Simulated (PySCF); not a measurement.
# Mayer bond orders and bond lengths

Compound: CHNO.
Atom-mapped SMILES: `[NH:1]=[C:2]=[O:3]` (hydrogens: H4 on N1)

Structure used (PBE0-D3(BJ)/def2-SVP), in Å, numbered top down from 1:
```
atom  x, y, z in Å
N1    -0.6974    0.2834   -0.1537
C2     0.4602    0.0380   -0.4084
O3     1.5732   -0.0779   -0.7318
H4    -1.3359   -0.2435    0.4222
```

Bond orders from the PBE0/pcSseg-1 density (PySCF). Isolated species at its PBE0-D3(BJ)/def2-SVP geometry, gas phase.

How far do the computed orders between heavy atoms stray from the drawn ones?

The largest departure is 0.054, at C2–O3 (drawn double, 2.054).

Give the Mayer order of every bond between heavy atoms, beside its length.

```csv
bond,drawn as,length (Å),Mayer order
N1–C2,double,1.210,1.984
C2–O3,double,1.165,2.054
```

And the bonds to hydrogen?

H–N: 0.91 (1 bond).

Sum the orders of all bonds at each heavy atom with more than one neighbour and set the sums beside the valence in the SMILES.

N1 2.891 (drawn 3), C2 4.038 (drawn 4). Orders between atoms that aren't bonded are not in these sums.

The Mayer order sums products of elements of PS (density times overlap matrix) between the two atoms' basis functions, so it depends on the basis set.
